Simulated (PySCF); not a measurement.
Q: Write a Z-matrix for InChI=1S/C5H12/c1-5(2,3)4/h1-4H3 as optimised with GFN2-xTB.

A: 
Z-matrix in Å and degrees, rows numbered from 1:
```
C 
C   1  1.5301
C   2  1.5302  1  109.49
C   2  1.5303  1  109.48  3  -120.06
C   2  1.5302  1  109.38  3   119.92
H   1  1.0877  2  110.62  3    60.13
H   1  1.0878  2  110.55  3  -179.84
H   1  1.0877  2  110.55  3   -59.88
H   3  1.0879  2  110.62  1   179.91
H   3  1.0878  2  110.62  1   -60.06
H   3  1.0879  2  110.55  1    59.93
H   4  1.0880  2  110.57  1    60.19
H   4  1.0880  2  110.56  1   -59.80
H   4  1.0880  2  110.62  1  -179.80
H   5  1.0879  2  110.59  1    60.16
H   5  1.0879  2  110.52  1   -59.80
H   5  1.0879  2  110.65  1  -179.79
```

All 4 C–C bonds measure 1.530 Å.

Structure optimised with GFN2-xTB, isolated species.

Point group: Td (tolerance 0.08 Å). Not checked by GFN2-xTB frequencies.

All values are computed, not measured.
